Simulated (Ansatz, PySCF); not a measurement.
System: C$_{2}$H$_{6}$N, charge 0, multiplicity 2. It need not be the lowest isomer of its formula. 
Geometry from a B3LYP-D3(BJ)/def2-TZVP (Ansatz, a quantum-chemistry and plane-wave program) optimisation:
SMILES: C[CH]N
```xyz
9

C      1.2289    -0.2653    -0.0845
C     -0.0679     0.1514     0.5104
N     -1.1869     0.1736    -0.3274
H      1.5845     0.4305    -0.8614
H      2.0033    -0.3268     0.6805
H      1.1541    -1.2515    -0.5578
H     -0.0803     0.8891     1.3029
H     -2.0677     0.3344     0.1386
H     -1.2520    -0.6074    -0.9664
```
Charge 0, spin multiplicity 2.

Property: atomisation energy (electronic, to ground-state atoms), in kJ/mol. Valence correlation only, unless marked. UHF or UKS for open shells. No spin-orbit coupling. No relativistic terms. The coupled-cluster limit lacks core correlation, which all-electron functionals hold. Basis-set limits of correlation are two-point, X^-3; Hartree-Fock from the larger set. The bracket is a focal-point correction in the basis named.

| level | program | atomisation energy (kJ/mol) |
|---|---|---|
| HF-D3(BJ)/def2-TZVPD | PySCF + dftd3 | 2469.6 |
| SVWN5/def2-TZVPD | Ansatz | 3737.0 |
| PBE-D4/def2-TZVPD | Ansatz + dftd4 | 3346.4 |
| BLYP-D4/def2-TZVPD | Ansatz + dftd4 | 3281.4 |
| M06-L-D4/def2-TZVPD | PySCF + dftd4 | 3233.8 |
| PBE0/def2-SVP | Ansatz | [?] |
| PBE0/def2-QZVPP | Ansatz | 3286.0 |
| r2SCANh/def2-TZVPD | Ansatz | 3252.0 |
| HSE06/def2-TZVPD | Ansatz | 3283.3 |
| CAM-B3LYP-D4/def2-TZVPD | Ansatz + dftd4 | 3295.3 |
| CAM-B3LYP/def2-TZVPD | Ansatz | 3287.0 |
| LC-wPBE-D4/def2-TZVPD | Ansatz + dftd4 | 3279.9 |
| LC-wPBE/def2-TZVPD | Ansatz | 3268.6 |
| B2PLYP-D3(BJ)/def2-TZVPD | Ansatz + dftd3 | [?] |
| SCS-MP2/STO-3G | Ansatz | 3119.8 |
| CCSD/6-31G | Ansatz | [?] |
| RI-MP2/CBS(cc-pVTZ,cc-pVQZ)+[CCSD(T)-MP2]/cc-pVTZ | Ansatz | 3256.2 |

Task: Complete the blanks.

Result: 
- PBE0/def2-SVP, atomisation energy (kJ/mol): 3299.3
- B2PLYP-D3(BJ)/def2-TZVPD, atomisation energy (kJ/mol): 3237.2
- CCSD/6-31G, atomisation energy (kJ/mol): 2748.3
